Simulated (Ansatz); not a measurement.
Geometry optimisation, RKS r2SCAN-D4/def2-SVP (Ansatz 0.2.0).

input.yaml

```yaml
crystal:
  periodic: [false, false, false]
  atoms:
    - { symbol: Al, position_ang: [0.1119, 0.3174, 1.6572] }
    - { symbol: C, position_ang: [0.1954, -0.2623, -0.5671] }
    - { symbol: H, position_ang: [0.7987, 0.9067, -0.1306] }
    - { symbol: H, position_ang: [-1.3586, 0.7033, 1.0925] }
    - { symbol: H, position_ang: [0.9311, -0.695, -1.2401] }
    - { symbol: H, position_ang: [0.0403, -0.9348, 0.2877] }
    - { symbol: H, position_ang: [-0.7188, -0.0354, -1.0998] }
basis:
  gaussian: { orbitals: def2-SVP }
hamiltonian:
  xc: r2scan
  dispersion: d4
relax:
  f_tol: 0.15
  max_steps: 25
  restrain:
    - { distance: [2, 1], at: 2.37, k: 30.0 }
    - { distance: [0, 1], at: 1.97, k: 30.0 }
    - { distance: [0, 2], at: 1.52, k: 30.0 }
```

Run as:

```bash
$ ansatz run input.yaml --threads 1 --pin off --max-ram 2048MiB --backend cpu --events-out ev --progress --plain --runs-dir out
```

Where does it end, and by what steps?

The run converged. The restraints hold the end off the free minimum. After 12 steps the energy has fallen by 2.011 eV (the restraints' own energy left out); H3 moved furthest, 1.17 Å. Parted: Al1–H6. Joined: Al1–H3.

| step | energy less start (eV) | largest force component (eV/Å) | accepted |
| --- | --- | --- | --- |
| 0 | 0.0000 | 3.326 | yes |
| 1 | 1.1194 | 3.599 | yes |
| 2 | 1.5624 | 2.245 | yes |
| 3 | 1.3733 | 1.771 | yes |
| 4 | 0.5107 | 1.793 | yes |
| 5 | -0.6465 | 2.200 | yes |
| 6 | -1.3028 | 1.844 | yes |
| 7 | -1.6358 | 1.818 | yes |
| 8 | -1.8454 | 1.339 | yes |
| 9 | -1.9256 | 1.274 | yes |
| 10 | -1.9594 | 1.149 | yes |
| 11 | -1.9939 | 1.130 | yes |
| 12 | -2.0112 | 1.135 | yes |

```xyz
7
Properties=species:S:1:pos:R:3
Al -0.208 0.737 0.828
C -0.056 -0.529 -0.640
H 1.318 0.728 0.908
H -1.351 1.459 1.650
H 0.703 -0.074 -1.302
H 0.465 -1.390 -0.175
H -0.870 -0.931 -1.269
```

Time of the run: 30 s on 1 thread of Arm Neoverse V1, with other jobs on the host, peak memory 0.11 GiB.
